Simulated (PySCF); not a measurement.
**C4H7N: calculation against experiment**

**The experiment to reproduce.**

From NIST CCCBDB Release 22 (SRD 101), experimental polarizabilities, for the gas: mean polarisability 8.4 Å³.

The runs below try to reproduce these values; the comparison stands at the end.

Compound: C4H7N.
Numbering: `[CH3:1][CH2:2][CH2:3][C:4]#[N:5]` (hydrogens: H6, H7, H8 on C1; H9, H10 on C2; H11, H12 on C3)

Cartesian coordinates in Å at the GFN2-xTB level; atoms count from 1:
```
atom  x, y, z in Å
C1    -1.2720   -0.4966   -0.3345
C2    -0.4172    0.3524    0.5981
C3     0.9513    0.6708   -0.0194
C4     1.7254   -0.5286   -0.2117
N5     2.3300   -1.4882   -0.3554
H6    -2.2289   -0.7214    0.1297
H7    -1.4588    0.0280   -1.2697
H8    -0.7703   -1.4350   -0.5610
H9    -0.2702   -0.1751    1.5432
H10   -0.9276    1.2938    0.8127
H11    1.5177    1.3422    0.6327
H12    0.8219    1.1570   -0.9908
```

Runs made with PySCF (gas phase, on this GFN2-xTB geometry; no spin–orbit coupling):

```
            level                                                                job  basis functions  wall time
wB97X-D/def2-SVPD  8 singlets by full TDDFT, 3 Tamm–Dancoff triplets, polarisability              156       18 s
```

Hardware: one thread, Arm Neoverse V1 (shared host).

Results beside the measurements:

**Mean polarisability.** Measured: 8.4 Å³ (NIST CCCBDB Release 22 (SRD 101), experimental polarizabilities).

| level | computed (Å³) | computed − measured (Å³) | % (from the printed values) |
| --- | --- | --- | --- |
| wB97X-D/def2-SVPD | 7.64 | -0.76 | -9 |

The computed values are static and purely electronic, with core orbitals frozen in the response (1 au = 0.148185 Å³). The table of measured values doesn't say here whether a value is static or optical, or holds a vibrational part. The measurement averages over conformers, the calculation has one.

No measured geometry was used, and the causes of the misses weren't examined.
